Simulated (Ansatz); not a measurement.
`[NH2][AlH][SiH3]` and `[AlH2][SiH3]` differ in one atom or group.

Ansatz, PBE0-D4/def2-TZVP geometries, multiplicity 1. Each molecule was computed in one conformer, which needn't be the lowest.

```tsv
property	`[NH2][AlH][SiH3]`
HOMO energy (ωB97M-V/def2-TZVPP) / eV	-9.52
HOMO energy (PBE0/def2-TZVPP) / eV	-7.51
LUMO energy (B3LYP/def2-TZVPP) / eV	-1.30
HOMO–LUMO gap (ωB97M-V/def2-TZVPP) / eV	10.06
HOMO–LUMO gap (PBE0/def2-TZVPP) / eV	6.38
size of the dipole moment (ωB97M-V/def2-TZVPP) / D	1.55
```

Give the same properties after the change, and the shifts. (Best estimate.)

Ansatz gave: 
```json
{"property": "HOMO energy (ωB97M-V/def2-TZVPP) / eV", "`[AlH2][SiH3]`": "-9.61", "shift": "-0.09"}
{"property": "HOMO energy (PBE0/def2-TZVPP) / eV", "`[AlH2][SiH3]`": "-7.62", "shift": "-0.11"}
{"property": "LUMO energy (B3LYP/def2-TZVPP) / eV", "`[AlH2][SiH3]`": "-2.31", "shift": "-1.01"}
{"property": "HOMO–LUMO gap (ωB97M-V/def2-TZVPP) / eV", "`[AlH2][SiH3]`": "9.13", "shift": "-0.93"}
{"property": "HOMO–LUMO gap (PBE0/def2-TZVPP) / eV", "`[AlH2][SiH3]`": "5.50", "shift": "-0.88"}
{"property": "size of the dipole moment (ωB97M-V/def2-TZVPP) / D", "`[AlH2][SiH3]`": "0.29", "shift": "-1.26"}
```

With PBE0 the HOMO falls by 0.11 eV and the LUMO falls by 0.99 eV, so the gap narrows by about 0.88 eV. PBE moves the HOMO by -0.21 eV and ωB97M-V by -0.09 eV. Dipoles are sizes alone; their direction can turn.

B3LYP here is the variant with VWN-RPA as its local correlation; programs differ in this.
